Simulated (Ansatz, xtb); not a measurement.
**H2NPSi: 6 structures ranked**

6 gas-phase structures of H2NPSi, found in a search over its isomers (lower ones may exist). Each was relaxed with GFN2-xTB:

A. a singlet given by its coordinates
B. `[Si]=NP`, a singlet
C. `N1=[SiH]P1`, a singlet
D. `N#[Si]P`, a singlet
E. a singlet given by its coordinates
F. `N1=P[SiH2]1`, a singlet

E (Å):

```xyz
5

N     0.1769    0.0344    0.5932
P    -0.4868   -0.5786   -0.9045
Si    0.8456   -1.5395    0.6475
H    -0.1380    0.8260    1.1268
H     0.5653   -0.1193   -1.7374
```

Close contacts (Å): N1–P2 1.75, N1–Si3 1.71, P2–Si3 2.26, N1–H4 1.01, P2–H5 1.42.

A (Å):

```xyz
5

N    -1.6474    0.6357   -1.5315
P     0.3877    1.4291    1.4411
Si   -0.6946    0.8573   -0.2580
H    -1.6370   -0.0804   -2.2393
H    -0.5796    0.8724    2.2983
```

Close contacts (Å): N1–Si3 1.61, P2–Si3 2.09, N1–H4 1.01, P2–H5 1.41.

Make a reasoned guess at their ranking by r2SCAN-D4/def2-SVP single-point energy.

Calculated order at r2SCAN-D4/def2-SVP: B (0.0), E (3.0), A (19.6), F (21.1), C (52.8), D (54.3) kcal/mol.

Energies above the lowest of each column, in kcal/mol; the last columns are at B3LYP-D3(BJ)/def2-SVP geometries and were run for some of them only (a dash: not run or not comparable):

```json
{"structure": "B", "GFN2-xTB": "0.0", "HF/STO-3G": "0.4", "r2SCAN-D4/def2-SVP": "0.0", "B3LYP-D3(BJ)/def2-SVP": "0.0", "CCSD(T)/def2-TZVPP": "0.0"}
{"structure": "E", "GFN2-xTB": "7.1", "HF/STO-3G": "0.0", "r2SCAN-D4/def2-SVP": "3.0", "B3LYP-D3(BJ)/def2-SVP": "5.2", "CCSD(T)/def2-TZVPP": "5.3"}
{"structure": "A", "GFN2-xTB": "5.4", "HF/STO-3G": "67.7", "r2SCAN-D4/def2-SVP": "19.6", "B3LYP-D3(BJ)/def2-SVP": "25.7", "CCSD(T)/def2-TZVPP": "–"}
{"structure": "F", "GFN2-xTB": "15.5", "HF/STO-3G": "33.3", "r2SCAN-D4/def2-SVP": "21.1", "B3LYP-D3(BJ)/def2-SVP": "–", "CCSD(T)/def2-TZVPP": "–"}
{"structure": "C", "GFN2-xTB": "29.2", "HF/STO-3G": "73.3", "r2SCAN-D4/def2-SVP": "52.8", "B3LYP-D3(BJ)/def2-SVP": "–", "CCSD(T)/def2-TZVPP": "–"}
{"structure": "D", "GFN2-xTB": "17.3", "HF/STO-3G": "68.4", "r2SCAN-D4/def2-SVP": "54.3", "B3LYP-D3(BJ)/def2-SVP": "–", "CCSD(T)/def2-TZVPP": "–"}
```

CCSD(T)/def2-TZVPP puts B lowest of those it was run on; HF/STO-3G picks E. Some further structures that were screened fall inside this span and aren't listed. Flexible structures stand in one conformer each, not always the lowest. Frequencies (B3LYP-D3(BJ)/def2-SVP) were run for B, E alone. Large T1 diagnostics make some coupled-cluster values less sure.

Over these structures GFN2-xTB departs from r2SCAN-D4/def2-SVP by 12.2 kcal/mol on average once a common shift is removed. A GFN2-xTB relaxation took about 0.81 s and the r2SCAN-D4/def2-SVP energy about 3.9 s on a shared host (Ansatz 0.2.0, xtb 6.7.1).
